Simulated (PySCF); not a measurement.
# Dipole moment and polarisability of 1-chloro-1-fluoroethane

Compound: 1-chloro-1-fluoroethane, C₂H₄ClF.
Structure used (GFN2-xTB), in Å, numbered top down from 1:
```xyz
8
C2H4ClF angstrom
C     -0.804   -0.124   -0.018
C      0.697    0.008    0.098
F      1.317   -0.841   -0.766
Cl     1.223    1.672   -0.299
H     -1.118    0.106   -1.033
H     -1.093   -1.146    0.220
H     -1.289    0.559    0.673
H      1.077   -0.223    1.100
```

Level: PBE0/def2-SVPD (PySCF), static field, nuclei fixed, core orbitals frozen in the response. The polarisability tensor in these axes (au):

```
x   41.91  4.34 -1.02
y    4.34 46.31 -1.04
z   -1.02 -1.04 36.95
```

Problem. Give the principal values, the mean and the anisotropy Δα = √{½[(α1 − α2)² + (α2 − α3)² + (α1 − α3)²]}.

Solution. Principal values 36.74, 39.28 and 49.15 au; mean 41.73 au = 6.18 Å³ = 6.88 × 10⁻⁴⁰ C²·m²/J; Δα = 11.35 au (27 % of the mean).

Problem. What is the dipole moment, and where does it point?

Solution. (-1.70, -0.71, 1.37) D, 2.29 D in size, pointing from the negative to the positive side. Measured along this direction, the outermost atoms are Cl4 at the negative end and H6 and H7 at the positive end.

Problem. Along which axes do the principal values lie, and how far do the nuclei extend along each?

Solution. Largest value along (0.52, 0.84, -0.12), where the nuclei span 3.65 Å; middle along (0.84, -0.54, -0.13), 3.11 Å; least along (0.17, 0.03, 0.99), 2.46 Å. The response follows the extents in order.

Problem. Form Σ f/ω² (atomic units) for the 8 lowest TDDFT singlets, given as eV and f, and set it beside the mean polarisability, which is this sum over all singlets: 7.48, 0.0009; 7.83, 0.0019; 8.40, 0.0425; 8.75, 0.0376; 9.15, 0.0337; 9.41, 0.0233; 9.50, 0.0016; 9.54, 0.0363.

Solution. They add up to 1.65 au, 3.9 % of the 41.73 au; the largest single term is 0.45 au, from the state at 8.40 eV. Terms in order: 0.01, 0.02, 0.45, 0.36, 0.30, 0.19, 0.01, 0.30 au. Higher excitations give the rest. The strengths listed sum to 0.178.

Problem. Find the Langevin capture rate constant for O2+ (31.990 u) meeting this molecule (81.999 u), k = 2.342 × 10⁻⁹ cm³/s × √(α in Å³ / reduced mass in u).

Solution. The reduced mass is 23.01 u, so k = 1.21 × 10⁻⁹ cm³/s. The formula leaves out the permanent dipole, which adds to the capture rate.

Problem. What would n − 1 = 2πNα be for an ideal gas of these molecules at 350 K and 1 atm, electronic part alone?

Solution. N = p/kT = 2.0968 × 10¹⁹ cm⁻³, so n − 1 = 2π × N × 6.18 × 10⁻²⁴ cm³ = 815 × 10⁻⁶ at long wavelengths.

Isolated species at its GFN2-xTB geometry, gas phase.
